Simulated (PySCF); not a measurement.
**Basis-set dependence of population analyses: `CN=[PH3]`**

Species: CH6NP.
Atom-mapped SMILES: `[CH3:1][N:2]=[PH3:3]` (hydrogens: H4, H5, H6 on C1; H7, H8, H9 on P3)

PBE0 throughout (PySCF), one geometry, spherical d and f functions. Geometry: PBE0-D3(BJ)/def2-SVP; no solvent, vibrations or thermal averaging. Atoms taken as equivalent share a column and are averaged.

Mulliken charges (e):

| basis | functions | C1 | N2 | P3 | H4/H5/H6 | H7/H8/H9 |
| --- | --- | --- | --- | --- | --- | --- |
| STO-3G | 25 | -0.158 | -0.548 | +0.711 | +0.059 | -0.060 |
| 6-31G | 43 | -0.345 | -0.681 | +0.642 | +0.156 | -0.027 |
| 6-31G* | 58 | -0.380 | -0.535 | +0.447 | +0.160 | -0.003 |
| def2-SVP | 76 | +0.055 | -0.563 | +0.487 | +0.026 | -0.019 |
| 6-311+G(2d,p) | 125 | -0.376 | -0.471 | +0.362 | +0.126 | +0.036 |
| def2-TZVP | 135 | -0.280 | -0.424 | +0.210 | +0.112 | +0.052 |

IAO charges (e):

```tsv
basis	functions	C1	N2	P3	H4/H5/H6	H7/H8/H9
STO-3G	25	-0.326	-0.639	+0.795	+0.110	-0.054
6-31G	43	-0.321	-0.705	+0.755	+0.131	-0.041
6-31G*	58	-0.287	-0.772	+0.947	+0.122	-0.085
def2-SVP	76	-0.278	-0.772	+0.953	+0.116	-0.084
6-311+G(2d,p)	125	-0.296	-0.813	+0.982	+0.126	-0.084
def2-TZVP	135	-0.295	-0.812	+0.993	+0.125	-0.087
```

Some averages cover members that differ in this geometry, most widely: H7/H8/H9, Mulliken in 6-31G -0.058 to +0.032; H7/H8/H9, IAO in 6-31G -0.070 to +0.018; H7/H8/H9, IAO in 6-311+G(2d,p) -0.111 to -0.030; H7/H8/H9, IAO in 6-31G* -0.111 to -0.032 e.

Question: Which scheme is steadiest as the basis changes?

Answer: Largest range over the bases for any column: IAO 0.24 e, Mulliken 0.50 e. IAO charges move least and Mulliken charges most, counted in e. Without the minimal STO-3G basis the ranges are IAO 0.24, Mulliken 0.44 e.

Question: How much do the charges still move between the two largest bases, 6-311+G(2d,p) and def2-TZVP?

Answer: At most, over all atoms: Mulliken 0.152 e, IAO 0.011 e.

Question: What do the same runs give for the total energy, the frontier levels and the dipole moment?

Answer: 
```
        basis  energy (Eh)  HOMO (eV)  LUMO (eV)  μ (D)
       STO-3G    -432.3786      -2.10       6.66   3.04
        6-31G    -437.3588      -5.75       0.99   2.86
       6-31G*    -437.4783      -6.05       0.94   2.49
     def2-SVP    -437.3255      -6.05       1.14   2.46
6-311+G(2d,p)    -437.5528      -6.30      -0.21   2.53
    def2-TZVP    -437.5652      -6.28       0.38   2.41
```

The dipole is fixed by the density alone, so its range of 0.63 D shows that the density itself changes with the basis, not only its division among atoms.
